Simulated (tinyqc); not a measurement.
Inside a calculation. Method: UHF in the sto-3g basis, for OH-, spin multiplicity 1. The basis has no diffuse functions, so it cannot describe the extra electron: this is an exercise in the method, not the real anion. This run ends on a higher stationary point, not on the lowest solution. One step of it, computed by the program tinyqc.

Task: Iteration 1: diagonalisation and new density. A level shift of 1 hartree raises the virtual space: F + shift (S - S D(s) S), with D(s) the density of one spin. Diagonalise F' = X^T F X, C = X C', fill 5 alpha and 5 beta electrons from the bottom; D(s) = C_occ C_occ^T. Each column has its largest component positive (the first on a tie).

F(alpha) (hartree), lower triangle:
```
             1O 1s      1O 2s     1O 2px    1O 2py     1O 2pz     2H 1s
1O 1s   -18.587921
1O 2s    -4.805112  -1.328690
1O 2px    0.000306   0.000278   0.798313
1O 2py   -0.000017  -0.000015  -0.005348  0.701403
1O 2pz   -0.002435  -0.034233  -0.000914  0.000050   0.687211
2H 1s    -0.120245  -0.088084  -0.094209  0.005183  -0.042023  0.103244
```

F(beta) (hartree), lower triangle:
```
             1O 1s      1O 2s     1O 2px     1O 2py     1O 2pz     2H 1s
1O 1s   -18.587921
1O 2s    -4.805112  -1.328690
1O 2px   -0.000306  -0.000278   0.798313
1O 2py    0.000017   0.000015  -0.005348   0.701403
1O 2pz   -0.002435  -0.034233   0.000914  -0.000050   0.687211
2H 1s    -0.120245  -0.088084   0.094209  -0.005183  -0.042023  0.103244
```

X, lower triangle:
```
            1O 1s      1O 2s    1O 2px    1O 2py     1O 2pz     2H 1s
1O 1s    1.021970
1O 2s   -0.123086   1.024893
1O 2px   0.000000   0.000000  1.000000
1O 2py   0.000000   0.000000  0.000000  1.000000
1O 2pz  -0.000421   0.003169  0.000000  0.000000   1.003367
2H 1s    0.005045  -0.044572  0.000000  0.000000  -0.047582  1.006239
```

D(alpha) at the start, lower triangle:
```
            1O 1s      1O 2s     1O 2px     1O 2py     1O 2pz     2H 1s
1O 1s    1.059535
1O 2s   -0.251716   1.064315
1O 2px   0.003076  -0.022127   0.848811
1O 2py  -0.000169   0.001217   0.008318   0.999542
1O 2pz  -0.001080   0.005706  -0.019770   0.001088   1.006434
2H 1s    0.008401  -0.038514   0.360707  -0.019844  -0.048599  0.156219
```

D(beta) at the start, lower triangle:
```
            1O 1s      1O 2s     1O 2px     1O 2py     1O 2pz     2H 1s
1O 1s    1.059535
1O 2s   -0.251716   1.064315
1O 2px  -0.003076   0.022127   0.848811
1O 2py   0.000169  -0.001217   0.008318   0.999542
1O 2pz  -0.001080   0.005706   0.019770  -0.001088   1.006434
2H 1s    0.008401  -0.038514  -0.360707   0.019844  -0.048599  0.156219
```

overlap S, lower triangle:
```
           1O 1s     1O 2s    1O 2px    1O 2py    1O 2pz     2H 1s
1O 1s   1.000000
1O 2s   0.236704  1.000000
1O 2px  0.000000  0.000000  1.000000
1O 2py  0.000000  0.000000  0.000000  1.000000
1O 2pz  0.000000  0.000000  0.000000  0.000000  1.000000
2H 1s   0.005776  0.086131  0.000000  0.000000  0.094184  1.000000
```

Give: F' = X^T F X; orbital energies; coefficients C; F' = X^T F X; orbital energies; coefficients C; D(alpha) after iteration 1; D(beta) after iteration 1.

Result:

F' = X^T F X (alpha) (hartree), lower triangle:
```
         1       2       3      4       5      6
1  -18.226
2   -2.595  -0.458
3   -0.001   0.010   0.950
4    0.000  -0.001  -0.014  0.702
5   -0.001  -0.028   0.006  0.000   0.696
6    0.008  -0.072  -0.453  0.025  -0.085  0.964
```

orbital energies (alpha) (hartree): MO1 -18.597, MO2 -0.094, MO3 0.493, MO4 0.701, MO5 0.706, MO6 1.419

coefficients C (alpha):
```
           MO1     MO2     MO3    MO4     MO5     MO6
1O 1s    0.994  -0.265   0.026  0.000   0.006   0.014
1O 2s    0.023   1.023  -0.119  0.000  -0.019  -0.071
1O 2px   0.000   0.026   0.676  0.055  -0.245  -0.692
1O 2py   0.000  -0.001  -0.037  0.998   0.013   0.038
1O 2pz   0.000   0.043   0.223  0.000   0.971  -0.123
2H 1s   -0.001   0.037   0.681  0.000  -0.165   0.724
```

F' = X^T F X (beta) (hartree), lower triangle:
```
         1       2       3       4       5      6
1  -18.226
2   -2.595  -0.458
3    0.001  -0.010   0.950
4    0.000   0.001  -0.014   0.702
5   -0.001  -0.028  -0.006   0.000   0.696
6    0.008  -0.072   0.453  -0.025  -0.085  0.964
```

orbital energies (beta) (hartree): MO1 -18.597, MO2 -0.094, MO3 0.493, MO4 0.701, MO5 0.706, MO6 1.419

coefficients C (beta):
```
           MO1     MO2     MO3    MO4     MO5     MO6
1O 1s    0.994  -0.265   0.026  0.000   0.006   0.014
1O 2s    0.023   1.023  -0.119  0.000  -0.019  -0.071
1O 2px   0.000  -0.026  -0.676  0.055   0.245   0.692
1O 2py   0.000   0.001   0.037  0.998  -0.013  -0.038
1O 2pz   0.000   0.043   0.223  0.000   0.971  -0.123
2H 1s   -0.001   0.037   0.681  0.000  -0.165   0.724
```

D(alpha) after iteration 1, lower triangle:
```
         1O 1s   1O 2s  1O 2px  1O 2py  1O 2pz  2H 1s
1O 1s    1.059
1O 2s   -0.251   1.063
1O 2px   0.009  -0.049   0.521
1O 2py  -0.001   0.003   0.026   0.999
1O 2pz   0.000   0.000  -0.085   0.005   0.994
2H 1s    0.006  -0.040   0.502  -0.028  -0.006  0.492
```

D(beta) after iteration 1, lower triangle:
```
         1O 1s   1O 2s  1O 2px  1O 2py  1O 2pz  2H 1s
1O 1s    1.059
1O 2s   -0.251   1.063
1O 2px  -0.009   0.049   0.521
1O 2py   0.001  -0.003   0.026   0.999
1O 2pz   0.000   0.000   0.085  -0.005   0.994
2H 1s    0.006  -0.040  -0.502   0.028  -0.006  0.492
```
